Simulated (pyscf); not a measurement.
Thermochemistry of product channels of Cl–GeH₂–Cl (SMILES [Cl][GeH2][Cl]) on the singlet surface, in kcal/mol, from ωB97M-D3(BJ)/def2-TZVP energies (ideal gas, 1 atm, RRHO with modes under 100 cm⁻¹ raised to 100, one conformer, R ln 2 for rigid chiral ones). Single points on ωB97X-D3(BJ)/def2-SVP structures (PySCF, gas phase).

| products | ΔE | ΔH(298 K) | ΔG(298 K) | ΔG(1200 K) |
|---|---|---|---|---|
| Cl–Ge:–Cl (SMILES [Cl][Ge][Cl]) [singlet] + H₂ (SMILES [H][H]) | +13.4 | +10.8 | +1.9 | -26.1 |
| HCl (SMILES Cl) + Cl–GeH: (SMILES [Cl][GeH]) [singlet] | +41.8 | +39.9 | +29.2 | ___ |

Problem. Complete the blanks.

Solution. 
- HCl (SMILES Cl) + Cl–GeH: (SMILES [Cl][GeH]) [singlet], ΔG(1200 K): -2.8

The channel to HCl + Cl–GeH: [singlet] turns favourable between 298 and 1200 K (ΔG from +29.2 kcal/mol to -2.8 kcal/mol).

These are energies of the channels, which say nothing of barriers. Elements up to Kr have no core potential and no relativistic terms here.
